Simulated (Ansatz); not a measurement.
Relaxation of CH2S (4 atoms, charge 0, multiplicity 1), to a largest force component of 0.02 eV/Å in at most 40 steps.

These are results of Ansatz 0.2.0, UKS PBE0-D4/def2-SVP, not measurements.

```xyz
4
Properties=species:S:1:pos:R:3
C -0.067 -0.088 -0.034
S 1.363 0.462 0.531
H -1.020 -0.191 0.599
H -0.220 -0.243 -1.116
```

Task: Where does it end, and by what steps?

Result: It converged. After 6 steps the energy has fallen by 0.072 eV; H3 moved furthest, 0.05 Å.

| step | energy less start (eV) | largest force component (eV/Å) | accepted |
| --- | --- | --- | --- |
| 0 | 0.0000 | 1.276 | yes |
| 1 | 0.2042 | 2.414 | no |
| 2 | -0.0558 | 0.382 | yes |
| 3 | -0.0654 | 0.276 | yes |
| 4 | -0.0722 | 0.048 | yes |
| 5 | -0.0723 | 0.079 | yes |
| 6 | -0.0724 | 0.002 | yes |

```xyz
4
Properties=species:S:1:pos:R:3
C -0.079 -0.048 -0.044
S 1.331 0.444 0.546
H -0.968 -0.192 0.591
H -0.229 -0.265 -1.114
```

Whether the end is a true minimum wasn't checked by a vibrational analysis.

The run took 8.4 s on 1 thread of Arm Neoverse V2, on a shared host, peak memory 0.11 GiB.
